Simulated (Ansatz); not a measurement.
Cost and result for the atomization energy of C₄H₉F, SMILES `CC(C)CF` (14 atoms, 13 bonds).

Cartesian coordinates in Å:
```
C -1.102 -0.565 -0.777
C 0.022 -0.332 0.222
C 1.362 -0.149 -0.471
C -0.317 0.863 1.085
F 0.643 1.054 2.065
H -1.212 0.292 -1.449
H -2.062 -0.726 -0.279
H -0.895 -1.441 -1.394
H 0.085 -1.201 0.888
H 1.626 -1.037 -1.050
H 1.327 0.700 -1.162
H 2.159 0.036 0.251
H -1.279 0.727 1.588
H -0.359 1.778 0.482
```

Total charge 0; spin multiplicity 1. The structure was optimised at the PBE0-D4/def2-TZVP level. It is one conformer, not always the lowest. Program: Ansatz. All runs use 4 threads of a server CPU on a shared host. Times are those of one run each, without the atoms' runs, and a repeat can differ threefold. Electronic energies, without spin–orbit coupling; frozen cores. CCSD(T)/CBS adds CCSD(T) − MP2 in def2-TZVPP to the MP2 limit, and its time is that of the two runs behind it. T1 = 0.009. B3LYP takes the VWN-RPA correlation (the form of Gaussian; ORCA's B3LYP/G).

CCSD(T)/CBS is a level of theory with its own doubt, some kJ/mol a heavy atom from the limit and from the frozen cores, so smaller differences don't rank the functionals.

```tsv
level	functions	wall time
PBE-D4/def2-TZVPP (with forces)	281	4.6 s
PBE0-D4/def2-TZVPP	281	5 s
B3LYP-D4/def2-TZVPP (with forces)	281	8.5 s
r2SCAN-D4/def2-TZVPP (with forces)	281	9 s
B2PLYP/def2-TZVPP	281	10 s
ωB97X-V/def2-TZVPP	281	14 s
ωB97M-V/def2-TZVPP (with forces)	281	20 s
MP2/def2-QZVPP	555	52 s
CCSD(T)/def2-TZVPP	281	7.3 min
CCSD(T)/CBS(def2)	–	8.2 min
```

Problem. What atomization energy does each give, and how far from CCSD(T)/CBS? (Estimate.)

Solution. Computed: 
```tsv
level	atomization (kcal/mol)	difference from CCSD(T)/CBS	per bond
PBE-D4/def2-TZVPP (with forces)	1334.9	23.9	1.8
PBE0-D4/def2-TZVPP	1317.9	6.9	0.5
B3LYP-D4/def2-TZVPP (with forces)	1311.1	0.1	0.0
r2SCAN-D4/def2-TZVPP (with forces)	1313.2	2.2	0.2
B2PLYP/def2-TZVPP	1299.0	-12.0	-0.9
ωB97X-V/def2-TZVPP	1312.5	1.5	0.1
ωB97M-V/def2-TZVPP (with forces)	1314.0	3.0	0.2
MP2/def2-QZVPP	1313.7	2.7	0.2
CCSD(T)/def2-TZVPP	1283.7	-27.3	-2.1
CCSD(T)/CBS(def2)	1311.0	0.0	0.0
```

From PBE to PBE0 (25 % exact exchange), in def2-TZVPP and without D4, the atomization energy moves by −16.1 kcal/mol: exact exchange takes away binding that semilocal exchange gives to molecules. The D4 term adds +8.7 kcal/mol with B3LYP and +4.6 kcal/mol with PBE0; it sums over pairs of atoms, weighted by their polarisabilities, and B3LYP, whose exchange is more repulsive, gets the larger term. In def2-TZVPP, CCSD(T) changes the Hartree–Fock value by +294.8 kcal/mol (the triples alone add +15.1 kcal/mol) and MP2 by +308.8 kcal/mol; breaking electron pairs costs correlation energy, which Hartree–Fock lacks.
